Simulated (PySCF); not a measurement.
Molecule: `c1ccsc1`, C4H4S.

Atoms are numbered as in `[cH:1]1[cH:2][cH:3][s:4][cH:5]1` (H(Xn): hydrogen on atom n).

Geometry PBE0-D3(BJ)/def2-SVP throughout; GIAO in PySCF 2.14.0 with density-fitted response routines, gas phase, one conformer, non-relativistic; equivalent atoms averaged; functional PBE0.

Problem. How do the absolute shieldings σ depend on the basis set? (ppm; last column core-seconds on shared hosts with different chips, so compare them loosely)

Solution. 
```
    basis set  functions  C3/C5  C1/C2     S4  H(C3)/H(C5)  H(C1)/H(C2)  core-s
       STO-3G         33  115.9  128.3  532.6        26.10        26.42     1.9
        6-31G         57   71.3   78.2  364.4        25.46        25.42     3.6
     pcSseg-0         57   50.5   58.1  318.8        25.94        25.89     3.9
       6-31G*         82   72.5   74.8  340.3        25.03        24.97     4.7
     def2-SVP         94   67.0   70.8  349.9        24.43        24.43     4.8
      cc-pVDZ         94   69.2   72.1  347.6        24.17        24.27     6.8
     pcSseg-1        112   51.6   53.0  275.0        24.09        24.08     5.4
  aug-cc-pVDZ        155   67.6   71.6  339.2        23.92        24.12      13
6-311+G(2d,p)        167   55.6   57.2  259.0        24.06        24.23      11
    def2-TZVP        185   55.0   55.6  237.3        24.06        24.18      13
      cc-pVTZ        210   56.0   57.1  300.6        23.89        24.08      19
     IGLO-III        224   48.7   50.0  264.4        23.95        24.13      21
     pcSseg-2        243   47.4   48.8  257.4        23.79        23.87      15
```

Problem. Which nucleus moves most, in ppm?

Solution. S4 (aromatic ring sulfur): from 237.3 ppm with def2-TZVP to 532.6 ppm with STO-3G. The smallest spread is 2.31 ppm, at H(C3)/H(C5). Proton shifts span only some 12 ppm, so a few tenths of a ppm matter as much there as several ppm in carbon.

Problem. Taking the largest basis, pcSseg-2 (243 functions), as the yardstick, rank the others by their worst heavy-atom deviation.

Solution. IGLO-III 6.9 ppm (224 functions), 6-311+G(2d,p) 8.4 ppm (167 functions), pcSseg-1 17.6 ppm (112 functions), def2-TZVP 20.1 ppm (185 functions), cc-pVTZ 43.2 ppm (210 functions), pcSseg-0 61.4 ppm (57 functions), aug-cc-pVDZ 81.7 ppm (155 functions), 6-31G* 82.9 ppm (82 functions), cc-pVDZ 90.2 ppm (94 functions), def2-SVP 92.5 ppm (94 functions), 6-31G 107.0 ppm (57 functions), STO-3G 275.2 ppm (33 functions).

A small basis that lands close on one nucleus may do so by chance; judge by the trend and by all nuclei.
